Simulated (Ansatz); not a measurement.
```yaml
crystal:
  periodic: [false, false, false]
  atoms:
    - {symbol: Cu, position_ang: [-0.020196, -0.035349, 0.000591]}
    - {symbol: O, position_ang: [1.392983, -0.651895, -0.000600]}
    - {symbol: O, position_ang: [-1.268979, 0.868937, -0.003028]}
    - {symbol: H, position_ang: [-0.695102, -1.216628, 0.020336]}
basis:
  gaussian: {orbitals: def2-TZVP}
magnetization: {spin_polarized: true, initial_magnetization: 2}
hamiltonian: {xc: pbe0}
relax: {f_tol: 0.004, max_steps: 80}
```

```sh
$ ansatz run in.yaml --threads 1 --pin off --events-out ev --progress --plain --max-ram 2176MiB
```

Steps of the relaxation (energy above the last step; positions in Å, forces in eV/Å):

```
4
step 1, 850.9 meV
Cu   -0.020   -0.035    0.001    0.432    0.756   -0.013
O     1.393   -0.652   -0.001    4.781   -2.281   -0.001
O    -1.269    0.869   -0.003   -4.393    2.960   -0.010
H    -0.695   -1.217    0.020   -0.820   -1.435    0.024
```

```
4
step 2, 374.0 meV
Cu   -0.014   -0.025    0.000    0.218    0.381   -0.006
O     1.442   -0.670   -0.001    2.819   -1.457    0.001
O    -1.310    0.902   -0.003   -2.687    1.689   -0.004
H    -0.709   -1.242    0.021   -0.350   -0.613    0.010
```

```
4
step 3, 39.4 meV
Cu   -0.004   -0.007    0.000    0.084    0.147   -0.002
O     1.516   -0.715   -0.001    0.560   -0.443    0.002
O    -1.386    0.943   -0.003   -0.666    0.257    0.001
H    -0.717   -1.255    0.021    0.022    0.039   -0.001
```

```
4
step 4, 5.9 meV
Cu    0.023    0.040   -0.001   -0.125   -0.219    0.004
O     1.513   -0.773    0.000    0.283   -0.119    0.000
O    -1.434    0.911   -0.003   -0.247    0.183   -0.001
H    -0.693   -1.213    0.020    0.089    0.155   -0.003
```

```
4
step 6, 0.0 meV
Cu    0.019    0.033   -0.001    0.000    0.000    0.000
O     1.527   -0.778    0.000    0.000    0.000    0.000
O    -1.446    0.920   -0.003    0.000    0.000    0.000
H    -0.691   -1.209    0.020    0.000    0.000    0.000
```

Close pairs at the end: Cu1–H4 1.431 Å, Cu1–O2 1.712 Å, Cu1–O3 1.712 Å.

A stationary point of unrestricted PBE0 after 6 steps, with ⟨S²⟩ = 2.062 against 2.00 for a pure state; no frequencies were run, so it isn't proven a minimum. 3.4 min on 1 thread of Arm Neoverse V1, shared host.
